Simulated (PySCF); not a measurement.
Consider 2-propanimine, `CC(C)=N` (C3H7N). Optimised structure (Å), atoms numbered from 1:
```
C     1.3546   -0.3437   -0.0081
C     0.0697    0.4320    0.0020
C    -1.1933   -0.3880   -0.0105
N     0.1138    1.7047    0.0192
H     1.4055   -1.0011   -0.8914
H     1.4193   -0.9959    0.8782
H     2.2113    0.3414   -0.0158
H    -2.0912    0.2453    0.0187
H    -1.2347   -1.0155   -0.9157
H    -1.2173   -1.0743    0.8513
H    -0.8311    2.0996    0.0261
```

Level of theory: ωB97X-D3(BJ)/ma-def2-TZVP single points in PySCF, grid level 2; every species was optimised with PBE0-D3(BJ)/ma-def2-SVP. The prefix ma- adds one diffuse s and one diffuse p function on all atoms but H. Thermal corrections: PBE0-D3(BJ)/ma-def2-SVP frequencies, unscaled, ideal gas at 298.15 K and 1 bar, quasi-RRHO entropy.

Question: What are the vertical and the adiabatic ionisation energy for forming the radical cation?

Answer: 9.88 eV vertical and 9.08 eV adiabatic, the latter with zero-point energy.

Question: Where does the unpaired spin of the relaxed radical cation sit?

Answer: N4 (imine nitrogen) 0.93, C3 (methyl carbon) 0.10, C2 (imine carbon) -0.08 (intrinsic atomic orbital populations).

Question: What oxidation potential follows in acetonitrile (IEF-PCM), given that Fc+/Fc comes at 4.54 V absolute with this functional and basis?

Answer: In the gas phase ΔG of oxidation is 9.052 eV, and solvation is -24.7 kJ/mol for the parent and -255.4 kJ/mol for the product, so the absolute potential is 6.66 V, or 2.12 V against Fc+/Fc. Fc+/Fc in acetonitrile, 4.54 V, is ωB97X-D3(BJ)/ma-def2-TZVP on PBE0-D3(BJ)/def2-SVP structures with GFN2-xTB thermal terms. Benchmark calculations put it near 5.0 V in acetonitrile and DMSO, so it is about 0.5 V low, and the value against it can read up to that much too high. The solvent is electrostatics only, on gas-phase structures; the absolute scale refers to an electron at rest in vacuum.

Question: How far is −ε(HOMO) from the vertical value by ΔSCF?

Answer: −ε(HOMO) = 10.00 eV, which is 0.12 eV above the ΔSCF value.
